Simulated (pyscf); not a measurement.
Optimised with ωB97X-D3(BJ)/def2-SVP in PySCF. MP2 and CC: frozen core, UHF for open shells. ΔMP2 is the change of the MP2 total energy from the triple- to the quadruple-zeta basis.

For the elementary gas-phase step `[CH3][GaH2]` + `[ClH]` → `[CH4]` + `[Cl][GaH2]` (singlet surface; C–Ga, Cl–H broken, C–H, Cl–Ga formed), what barrier and reaction energy does CCSD(T)/def2-TZVPP + ΔMP2(QZVPP) give, measured from the separated reactants?

ΔE‡ = 7.1 kcal/mol, ΔE = -34.5 kcal/mol. Zero-point energy shifts the barrier by +0.8 kcal/mol. It is a four-centre exchange, with an imaginary mode of 1022i cm⁻¹. On the reactant side the descent ends in a complex, 6.8 kcal/mol under the separated species and 11.4 kcal/mol under the saddle at ωB97X-D3(BJ)/def2-TZVP. At ωB97X-D3(BJ) the barrier from the zero used here is 4.6 kcal/mol. This is the saddle that the search found; another between the same sides may lie lower. The CCSD(T) − MP2 part came from Ansatz, without density fitting, on the same reference. The frozen core leaves the outer d or s,p core shells of the metals and heavy elements correlated in the MP2 and CC values, and def2-TZVPP describes them poorly, which can shift differences by a few kcal/mol. Elements up to Kr have no core potential and no relativistic terms here.
